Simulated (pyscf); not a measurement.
Thermochemistry of product channels of H₂B–Cl + ethylene (H₂C=CH₂) on the singlet surface, in kJ/mol, from CCSD(T)/def2-TZVPP + ΔMP2(QZVPP) energies (ideal gas, 1 atm, RRHO with modes under 100 cm⁻¹ raised to 100, one conformer, R ln 2 for chiral ones without a mode under 150 cm⁻¹). Optimised with ωB97X-D3(BJ)/def2-SVP in PySCF. MP2 and CC: frozen core, UHF for open shells. ΔMP2 is the change of the MP2 total energy from the triple- to the quadruple-zeta basis.

```csv
products,ΔE,ΔH(298 K),ΔG(600 K),ΔG(1200 K)
H₂B–CH₂–CH₂–Cl,+7.7,+15.9,+99.8,+178.2
H₃C–CH₂–BH–Cl,-154.3,-140.3,-55.0,+26.2
```

The channel to H₃C–CH₂–BH–Cl turns unfavourable between 298 and 1200 K (ΔG from -97.7 kJ/mol to +26.2 kJ/mol).

These are energies of the channels, which say nothing of barriers. H₂B–CH₂–CH₂–Cl lies 223.7 kJ/mol over its isomer H₃C–B(CH₃)–Cl (electronic energy, ωB97M-D3(BJ)). H₃C–CH₂–BH–Cl lies 61.2 kJ/mol over its isomer H₃C–B(CH₃)–Cl (electronic energy, ωB97M-D3(BJ)). The CCSD(T) − MP2 part came from Ansatz, without density fitting, on the same reference.
